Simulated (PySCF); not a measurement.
1,4-pentadiyne, C₅H₄, SMILES C#CCC#C, point group C2v.

Level: B3LYP/pcSseg-1 in PySCF (density fitting, grid level 2); geometry and Hessian at that level, cubic constants and property derivatives from steps of ±0.6 along each species' dimensionless normal coordinates, second-order vibrational perturbation theory. The parent has the commonest isotopes.

Equilibrium geometry (Å):

```
atom        x        y        z
  C1  -2.2298   0.6614   0.1265
  C2  -1.2178   0.0169   0.1007
  C3   0.0075  -0.7872   0.0725
  C4   1.2300  -0.0078  -0.1443
  C5   2.2394   0.6166  -0.3209
  H6  -3.1249   1.2382   0.1485
  H7  -0.0791  -1.5481  -0.7157
  H8   0.0965  -1.3414   1.0173
  H9   3.1324   1.1755  -0.4778
```

Task: Give the equilibrium and ground-state rotational constants (MHz) of parent; ²H at 6; ²H at 7.

Result: 
| species | Ae | Be | Ce | A0 | B0 | C0 | Δ0 (u Å²) | harmonic ZPE (cm⁻¹) |
| --- | --- | --- | --- | --- | --- | --- | --- | --- |
| parent | 19594 | 2825.7 | 2507.6 | 19687 | 2818.7 | 2499.8 | -2.794 | 14409 |
| ²H at 6 | 18734 | 2677.9 | 2377.1 | 18827 | 2671.6 | 2370.1 | -2.778 | 13777 |
| ²H at 7 | 17482 | 2814.9 | 2477.7 | 17533 | 2808.4 | 2470.2 | -4.185 | 13697 |

Δ0 = Ic − Ia − Ib from the ground-state constants.

Task: How is the parent's vibrational correction B0 − Be made up?

Result: 
```tsv
axis	harmonic	Coriolis	cubic	total (MHz)
a	140	-36.9	-10.8	92.8
b	3.9	-1.08	-9.78	-6.95
c	1.51	-1.79	-7.49	-7.77
```

Task: And its quartic centrifugal distortion constants from the harmonic force field?

Result: Asymmetric top, A reduction, Ir representation: ΔJ = 1.62 kHz, ΔJK = -61.5 kHz, ΔK = 798 kHz, δJ = 0.446 kHz, δK = 5.33 kHz.

A mode lies under 250 cm⁻¹, where this perturbation treatment is rough.
